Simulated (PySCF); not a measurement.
Molecule: `C(C(C)(C)C)=S`, C5H10S.

Atoms are numbered as in `[CH3:1][C:2]([CH3:3])([CH3:4])[CH:5]=[S:6]`. Hydrogens are named by the atom that carries them.

Geometry PBE0-D3(BJ)/def2-SVP throughout; GIAO in PySCF 2.14, gas phase, one conformer, non-relativistic; equivalent atoms averaged; basis pcSseg-1.

For orientation, HF gives these absolute shieldings σ: C5 -94.9, C2 149.0, C1/C3/C4 164.5, S6 -357.8, H(C5) 20.64, H(C1)/H(C3)/H(C4) 30.58 ppm.

A run gave: C5 -70.2, C2 129.3, C1/C3/C4 155.1, S6 -381.1, H(C5) 19.95, H(C1)/H(C3)/H(C4) 30.02 ppm (absolute shieldings σ).

Which functional was used in that run?
A. B97-2
B. OPBE
C. KT3
D. KT2
E. wB97X-D

## Answers

D. S6 tells them apart best: KT2 gives -381.1, wB97X-D gives -530.7, B97-2 gives -467.7, KT3 gives -376.0, OPBE gives -440.4 ppm.
